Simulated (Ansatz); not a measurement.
# SiH₄F (doublet): the correlation ladder at distance Si1–H5 along a hydrogen transfer = 1.485 Å, cc-pVDZ

How much of the correlation energy of SiH₄F (doublet) does each wave-function method recover here?

The runs use Ansatz 0.2.0, Gaussian basis; cc-pVDZ, core rule «outside noble gas», up to 6 orbitals frozen.

To be run: UHF; CCSD(T) on ROHF; CCSD(T) on UHF; BCCD(T) on ROHF; CISD; CCSDT(Q) on ROHF; CCSDT(Q) on UHF; CASSCF and MRCISD+Q, 3 electrons in 3 orbitals; CASSCF and NEVPT2, 3 electrons in 3 orbitals; CASSCF and MRCISD+Q, 15 electrons in 12 orbitals; CASSCF and NEVPT2, 15 electrons in 12 orbitals.

### Step 1. The system

The geometry derives from fragments relaxed apart (PBE0/def2-TZVP) and kept rigid, so it is no stationary point. A hydrogen atom is moved between rigid fragments.

6 atoms, charge 0, spin multiplicity 2.

Atoms are counted from 1 here; the program's logs count them from 0.

Bond lengths: Si1–H2 1.485 Å, Si1–H3 1.485 Å, Si1–H4 1.485 Å, Si1–H5 1.485 Å. Angles: H2–Si1–H3 109.5°, H2–Si1–H4 109.5°, H2–Si1–H5 109.5°, H3–Si1–H4 109.5°, H3–Si1–H5 109.5°, H4–Si1–H5 109.5°.

### Step 2. UHF

in.yaml reads:

```yaml
crystal:
  periodic: [false, false, false]
  atoms:
    - {symbol: Si, position_ang: [-1.134723, 0.000000, 0.000000]}
    - {symbol: H, position_ang: [-1.629595, 1.399708, 0.000000]}
    - {symbol: H, position_ang: [-1.629594, -0.699854, 1.212183]}
    - {symbol: H, position_ang: [-1.629595, -0.699854, -1.212183]}
    - {symbol: H, position_ang: [0.349892, 0.000000, 0.000000]}
    - {symbol: F, position_ang: [1.918277, 0.000000, 0.000000]}
basis:
  gaussian: {orbitals: cc-pVDZ}
magnetization: {spin_polarized: true, initial_magnetization: 1}
hamiltonian: {xc: hf}
output: {orbitals: {seedname: orbitals}}
```

On the command line:

```
$ ansatz run in.yaml --threads 1 --pin off --events-out ev --progress --plain --max-ram 4096MiB --backend cpu
```

The runs that follow: CCSD(T) on ROHF; CCSD(T) on UHF; BCCD(T) on ROHF; CISD; CCSDT(Q) on ROHF; CCSDT(Q) on UHF; CASSCF and MRCISD+Q, 3 electrons in 3 orbitals; CASSCF and NEVPT2, 3 electrons in 3 orbitals; CASSCF and MRCISD+Q, 15 electrons in 12 orbitals; CASSCF and NEVPT2, 15 electrons in 12 orbitals.

Before running them: what should the planned runs give, taken together? Wanted: UCCSDT(Q) below the RHF energy; RMP2 from UCCSDT(Q); UMP2 from UCCSDT(Q); RCCSD from UCCSDT(Q); RCCSD(T) from UCCSDT(Q); UCCSD(T) from UCCSDT(Q); RCCSDT(Q) from UCCSDT(Q); NEVPT2 pair from UCCSDT(Q); NEVPT2 valence from UCCSDT(Q).

The runs gave:

```
                         quantity                                                   value
   UCCSDT(Q) below the RHF energy                                              -8.7518 eV
              RMP2 from UCCSDT(Q)                                             +1348.4 meV
              UMP2 from UCCSDT(Q)                                             +1333.5 meV
             RCCSD from UCCSDT(Q)                                              +149.6 meV
          RCCSD(T) from UCCSDT(Q)                                               +30.8 meV
          UCCSD(T) from UCCSDT(Q)                                               +30.4 meV
         RCCSDT(Q) from UCCSDT(Q)                                                +0.7 meV
       NEVPT2 pair from UCCSDT(Q)                                             +1308.7 meV
    NEVPT2 valence from UCCSDT(Q)                                             +1647.3 meV
  MRCISD+Q valence from UCCSDT(Q)                                              +128.1 meV
levels within 1 kcal/mol (43 meV)  RCCSD(T), UCCSD(T), BCCD(T), RCCSDT, UCCSDT, RCCSDT(Q)
                    T1 diagnostic                                                   0.029
   effectively unpaired electrons                                                    1.01
```

In words: RCCSD(T) misses by +30.8 meV, 0.4 % of the correlation energy. One determinant dominates. Of the multireference levels listed MRCISD+Q valence comes nearest in total energy (+128.1 meV), which doesn't show that its space is the better one. These misses are within one basis, not against nature; the frozen cores of restricted and unrestricted runs differ, which can shift their rows.
